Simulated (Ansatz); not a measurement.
Ideal-gas functions of `[SiH3]BS` at 600 K and 1 bar, from an Ansatz frequency run at PBE0-D4/def2-TZVP.

Molar mass 76.0 g/mol, point group Cs (symmetry number 1), electronic degeneracy 1, moments of inertia 18.738, 181.893, 194.797 u Å². Harmonic wavenumbers (cm⁻¹, unscaled): 96, 166, 370, 488, 586, 625, 779, 841, 874, 887, 936, 942, 1060, 2207, 2209, 2218, 2644, 2676.

Use S(trans) = R[1.5 ln M + 2.5 ln T − 1.1517]; rotational temperatures θ = 24.2544 K / I; S(rot) = R[ln(√π/σ · √(T³/θAθBθC)) + 1.5]; for each mode x = 1.438777 ν̃/T, S = R[x/(eˣ − 1) − ln(1 − e⁻ˣ)] and H = RT x/(eˣ − 1); 1 cm⁻¹ = 0.0119627 kJ/mol; R = 8.31446 J/(mol·K).

Problem. By hand: the entropy, in J/(mol·K).

Solution. Translation 177.4. Rotation: θ = 1.2944, 0.1333, 0.1245 K, giving 113.0. Vibration, mode by mode: 20.54, 16.03, 9.58, 7.47, 6.14, 5.69, 4.23, 3.76, 3.53, 3.45, 3.14, 3.11, 2.49, 0.26, 0.26, 0.26, 0.11, 0.10, in all 90.2. Electronic 0.0. Sum 380.6 J/(mol·K).

Problem. By hand: H − E and G − E in kJ/mol, counted from the electronic energy.

Solution. Zero-point energy ½ × 20604 × 0.0119627 = 123.2; thermal vibration 29.0; translation, rotation and pV give 4 RT = 20.0. H − E = 172.2 kJ/mol, and G − E = 172.2 − 600 × 380.6/1000 = -56.2 kJ/mol.

Vibration gives 24 % of the entropy, 20.5 J/(mol·K) of it from the mode under 150 cm⁻¹: soft modes count most, and the harmonic formula is weakest for them. The sum counts one conformer and one mirror image; others add a mixing term.
